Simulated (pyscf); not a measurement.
H₃Si–AsH–SiH₃ + H₂O → HO–SiH₃ + H₃Si–AsH₂ (four-centre exchange; singlet surface; As–Si, H–O broken, O–Si, As–H formed). PySCF, gas phase, ωB97X-D3(BJ)/def2-SVP geometries. Energies in kcal/mol from the separated reactants.

```json
[
 {"level": "PBE/def2-TZVP", "barrier": "…", "reaction energy": "…"},
 {"level": "r²SCAN/def2-TZVP", "barrier": "32.2", "reaction energy": "-12.2"},
 {"level": "B3LYP-D3(BJ)/def2-TZVP", "barrier": "34.9", "reaction energy": "-12.3"},
 {"level": "M06-2X/def2-TZVP", "barrier": "…", "reaction energy": "-13.4"},
 {"level": "ωB97M-D3(BJ)/def2-TZVP", "barrier": "35.5", "reaction energy": "-12.9"},
 {"level": "HF/def2-TZVP", "barrier": "48.0", "reaction energy": "-18.6"}
]
```

### Question
Some entries are withheld; supply them.

### Answer

- PBE/def2-TZVP, barrier: 32.1
- PBE/def2-TZVP, reaction energy: -10.2
- M06-2X/def2-TZVP, barrier: 33.3

The functionals in the table span 3.4 kcal/mol in this barrier, from PBE to ωB97M-D3(BJ)/def2-TZVP. One saddle was located; it need not be the lowest between these sides. Elements up to Kr have no core potential and no relativistic terms here.
